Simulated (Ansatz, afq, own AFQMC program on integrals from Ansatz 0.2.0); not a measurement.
# Where AFQMC and coupled cluster stand for H2Cl, doublet

```yaml
atoms:
  - { symbol: H, position_ang: [0.0000, 0.0000, -1.2520] }
  - { symbol: H, position_ang: [0.0000, 0.0000, -0.1740] }
  - { symbol: Cl, position_ang: [0.0000, 0.0000, 1.4260] }
```

Basis cc-pVTZ. Only valence electrons are correlated. AFQMC by an in-house program on the Cholesky factors that Ansatz 0.2.0 writes for its CCSD(T) run. The CISD trial takes its coefficients from CCSD amplitudes. Released means that phaseless walkers are propagated on without the constraint, phases kept. Uncertainties: one standard error, sampling alone.

Determinant: UHF, the one that the program's search chose, which needn't be the lowest solution. The geometry is a point of a scan.

No full CI on the walks' own integrals is used here; CCSDT(Q) serves as the reference and is uncertain by about the last step of the cluster series.

Cautions: unrestricted determinant slightly spin contaminated (⟨S²⟩ 0.82 against 0.75).

The T1 diagnostic is 0.0201, the weight of the determinant in the CISD state is 0.897 and the ⟨S²⟩ of the determinant is 0.824. The size of the correlated space is 9 electrons in 57 orbitals.

Reference: CCSDT(Q), correlation energy -6.643 eV. The released energy is read at 2.40 1/Eh (meV from the phaseless value at times in 1/Eh: -0.9 ± 2.4 at 0.24, -1.4 ± 2.1 at 0.51, -10 ± 3 at 0.99, -15 ± 3 at 1.62, -13 ± 3 at 2.40).

```csv
level,E − E(reference) (meV),share of correlation (%)
HF,6643.5,0.00
MP2,1041.8,84.32
CCSD,261.9,96.06
CCSD(T),31.8,99.52
CCSDT,10.1,99.85
ph-AFQMC/CISD,7.9 ± 2.8,99.88
released AFQMC,-4.7 ± 2.8,100.07
```

A walk keeps the symmetry of its determinant, which the program's search chose and which needn't be the lowest solution, so a lower state of the same spin and another symmetry isn't excluded. Released energies are given only where the last usable release times agree within the noise; a slower fall can still hide under it.
